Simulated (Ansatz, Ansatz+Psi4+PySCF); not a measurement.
| atom | x (Å) | y (Å) | z (Å) |
| --- | --- | --- | --- |
| Li | 0.0000 | 0.0000 | 0.3850 |
| H | 0.0000 | 0.0000 | -1.2050 |

Basis set: cc-pVTZ on H; cc-pCVTZ on Li (spherical functions). All electrons are correlated. Charge 0, multiplicity 1.

Computed with Ansatz (development build ahead of 0.2.0); each method stands on the lowest determinant of its kind that the runs found. Restricted open shells among the atoms or ions are ROHF, correlated in semicanonical orbitals with singles.

The atomization energy at this shape (free ground-state atoms in the same class of orbitals less the molecule, no zero-point energy) of singlet LiH:

```csv
method,atomization energy
RHF-MP2,2.23 eV
RHF,1.48 eV
```

What does RHF-CCSD(T) give?

2.46 eV.
